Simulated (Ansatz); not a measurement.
# Heat of formation of C2H6O (dimethyl ether) from total energies

C2H6O: 9 atoms, total charge 0, spin state singlet. As SMILES, `COC`. Geometry: relaxed at PBE0-D4/def2-TZVP.

Total energies at BLYP/cc-pVDZ (Ansatz 0.2.0); the atoms run unrestricted:

| species | state | energy (Eh) |
| --- | --- | --- |
| C2H6O | singlet | -154.953127 |
| C | triplet | -37.837837 |
| O | triplet | -75.054524 |
| H | doublet | -0.496403 |

Harmonic wavenumbers at PBE0-D4/def2-TZVP, in cm⁻¹: 213, 248, 413, 978, 1134, 1163, 1194, 1226, 1271, 1454, 1475, 1484, 1484, 1491, 1510, 2977, 2988, 3028, 3034, 3134, 3136.

Measured heats of formation of the gaseous atoms at 298.15 K, in kJ/mol: C 716.9, O 249.2, H 218.0. Spin-orbit lowering of the atoms at 298 K (mean of the ground term's levels less their thermal mean, from spectra), in kJ/mol: C 0.02, O 0.40. Take 1 Eh = 2625.50 kJ/mol, 1 cm⁻¹ = 0.0119627 kJ/mol, RT = 2.479 kJ/mol.

Q: What heat of formation follows?

A: 
1. Electronic atomisation energy: 2 × (-37.837837) + (-75.054524) + 6 × (-0.496403) − (-154.953127) = 1.244511 Eh = 3267.5 kJ/mol.
2. Zero-point energy: half the sum of the wavenumbers, 17517.5 cm⁻¹ = 209.6 kJ/mol.
3. Thermal vibrational enthalpy, Σ hcν̃/(exp(hcν̃/kT) − 1): 3.9 kJ/mol. Translation, rotation and pV of a non-linear molecule: 4 RT = 9.9 kJ/mol.
4. The 9 free atoms carry 5/2 RT each: 55.8 kJ/mol.
5. Spin-orbit coupling lowers the free atoms by 2 × 0.02 + 0.40 = 0.4 kJ/mol.
6. Atomisation enthalpy at 298 K: 3267.5 − 0.4 − 209.6 − 3.9 − 9.9 + 55.8 = 3099.5 kJ/mol.
7. Sum of the atoms' heats of formation: 2991.0 kJ/mol. Heat of formation: 2991.0 − 3099.5 = -108.5 kJ/mol.

The tabulated value is -184.0 kJ/mol (Active Thermochemical Tables), so this level is off by +75.5 kJ/mol, or 2.4 % of the atomisation enthalpy that the table implies (3175.0 kJ/mol). Anharmonicity and any spin-orbit splitting of the molecule are left out.
